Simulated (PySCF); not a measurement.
# HNO3 (nitric acid): levels of theory compared

Wanted: a comparison of 6 runs (BLYP/def2-SVPD, CAM-B3LYP/def2-SVPD, M06-2X/def2-SVPD, PBE/def2-SVPD, r2SCAN/def2-SVPD, wB97M-V/def2-SVPD) of HNO3 (nitric acid). The job is set up through a Python script.

The results are computed with PySCF 2.14.0.

2 further runs of the same task are left out: 2 set aside as unsound or not needed.

## Step 1: The system as given

HNO3 has 5 atoms, charge 0, and is taken as a singlet. As SMILES, `O=[N+]([O-])O`. The shape is that of a GFN2-xTB optimisation. This is one conformer, not always the lowest.

Bond lengths: O1–N2 1.175 Å, N2–O3 1.185 Å, N2–O4 1.391 Å, O4–H5 0.973 Å. Angles: O1–N2–O3 130.4°, O1–N2–O4 114.4°, O3–N2–O4 115.3°, N2–O4–H5 111.0°.

## Step 2: The energy at BLYP/def2-SVPD (run 1)

Input file job.py:

```python
from pyscf import gto, dft

system = gto.Mole()
system.atom = '''
O      1.318740    -0.318760     0.748000
N      0.260500    -0.302640     0.238440
O     -0.568430    -1.146740     0.163380
O     -0.063720     0.904390    -0.372480
H     -0.947090     0.863740    -0.777330
'''
system.verbose = 4
system.max_memory = 1860
system.basis = 'def2-svpd'
system.charge = 0
system.build()

mf = dft.RKS(system)
mf.xc = 'blyp'
mf.grids.level = 5
mf.conv_tol = 1e-10
mf.kernel()
if not mf.converged:
    mf = mf.newton().run(mf.mo_coeff, mf.mo_occ)

e_tot = mf.e_tot
print(f'total energy: {e_tot:.8f} hartree')
```

Command:

```
$ OMP_NUM_THREADS=1 python job.py
```

Log:

```text
PySCF version 2.14.0

[... 77 lines left out ...]
converged SCF energy = -280.679696228963
total energy: -280.67969623 hartree
```

It took 14 s on 1 thread of Arm Neoverse V1, shared host; peak memory 0.48 GiB.

## Step 3: A single-point energy at CAM-B3LYP/def2-SVPD (run 2)

Input file calc.py:

```python
from pyscf import gto, dft

mol = gto.M(
    atom='''
O        1.318740      -0.318760       0.748000
N        0.260500      -0.302640       0.238440
O       -0.568430      -1.146740       0.163380
O       -0.063720       0.904390      -0.372480
H       -0.947090       0.863740      -0.777330
''',
    basis='def2-svpd',
    spin=0,
    charge=0,
    verbose=3,
    max_memory=1860,
)

calc0 = dft.RKS(mol, xc='cam-b3lyp')
calc0.conv_tol = 1e-10
calc0.grids.level = 5
calc0.kernel()
if not calc0.converged:
    calc0 = calc0.newton().run(calc0.mo_coeff, calc0.mo_occ)

e_final = calc0.e_tot
print('Final energy', e_final)
```

Command:

```
$ OMP_NUM_THREADS=1 python calc.py
```

Log:

```text
converged SCF energy = -280.605051435858
Final energy -280.6050514358581
```

It took 22 s on 1 thread of Arm Neoverse V1, shared host; peak memory 0.48 GiB.

Runs 3 to 4 aren't shown in full; the table further down has their settings and results.

## Step 4: The energy at r2SCAN/def2-SVPD (run 5)

Input file input.xyz:

```xyz
5

O      1.318740    -0.318760     0.748000
N      0.260500    -0.302640     0.238440
O     -0.568430    -1.146740     0.163380
O     -0.063720     0.904390    -0.372480
H     -0.947090     0.863740    -0.777330
```

Input file calc.py:

```python
from pyscf import gto, dft

mol = gto.M(
    atom='input.xyz',
    basis='def2-svpd',
    verbose=3,
    max_memory=1860,
    spin=0,
)

mf = dft.RKS(mol)
mf.xc = 'r2scan'
mf.grids.level = 5
mf.conv_tol = 1e-10
mf.kernel()
if not mf.converged:
    mf = mf.newton().run(mf.mo_coeff, mf.mo_occ)

energy = mf.e_tot
print('Final energy', energy)
```

Command:

```
$ OMP_NUM_THREADS=1 python calc.py
```

Log:

```text
converged SCF energy = -280.567531141555
Final energy -280.5675311415546
```

It took 32 s on 1 thread of Arm Neoverse V1, shared host; peak memory 0.52 GiB.

## Step 5: The energy at wB97M-V/def2-SVPD (run 6)

Input file input.py:

```python
from pyscf import gto, dft

mol = gto.M(
    atom='''
O        1.318740      -0.318760       0.748000
N        0.260500      -0.302640       0.238440
O       -0.568430      -1.146740       0.163380
O       -0.063720       0.904390      -0.372480
H       -0.947090       0.863740      -0.777330
''',
    charge=0,
    max_memory=1860,
    verbose=4,
    basis='def2-svpd',
)

ks = dft.RKS(mol)
ks.xc = 'wb97m-v'
ks.grids.level = 5
ks.nlcgrids.level = 1
ks.conv_tol = 1e-10
ks.kernel()
if not ks.converged:
    ks = ks.newton().run(ks.mo_coeff, ks.mo_occ)

e_final = ks.e_tot
print(f'total energy: {e_final:.8f} hartree')
```

Command:

```
$ OMP_NUM_THREADS=1 python input.py
```

Log:

```text
PySCF version 2.14.0

[... 87 lines left out ...]
converged SCF energy = -280.619017429015
total energy: -280.61901743 hartree
```

Run time: 69 s. Hardware: 1 thread of Arm Neoverse V1, shared host; peak memory 0.53 GiB.

## Step 6: The series

```csv
run,level,nlc grid,energy (Eh),dipole moment (D),HOMO energy (eV),LUMO energy (eV),wall time
1,BLYP/def2-SVPD,–,-280.679696,2.36,-7.69,-3.03,14 s
2,CAM-B3LYP/def2-SVPD,–,-280.605051,2.50,-11.21,-0.92,22 s
3,M06-2X/def2-SVPD,–,-280.578005,2.51,-11.51,-0.89,34 s
4,PBE/def2-SVPD,–,-280.440894,2.36,-7.75,-3.06,14 s
5,r2SCAN/def2-SVPD,–,-280.567531,2.42,-8.18,-2.95,32 s
6,wB97M-V/def2-SVPD,1,-280.619017,2.48,-12.18,0.29,69 s
```

## Step 7: Outcome

| quantity | value |
| --- | --- |
| run 6: total energy | -280.61902 Eh |
| run 6: dipole moment | 2.48 D |
| run 6: HOMO energy | -12.18 eV |
| run 6: LUMO energy | 0.29 eV |
| run 6: HOMO–LUMO gap | 12.46 eV |

In words: The dipole moment (its size) runs from 2.36 D (PBE/def2-SVPD) to 2.51 D (M06-2X/def2-SVPD). The HOMO–LUMO gap runs from 4.66 eV (BLYP/def2-SVPD) to 12.46 eV (wB97M-V/def2-SVPD). Totals of different functionals can't be ranked against each other. All runs together took 3.1 min, the longest 69 s.
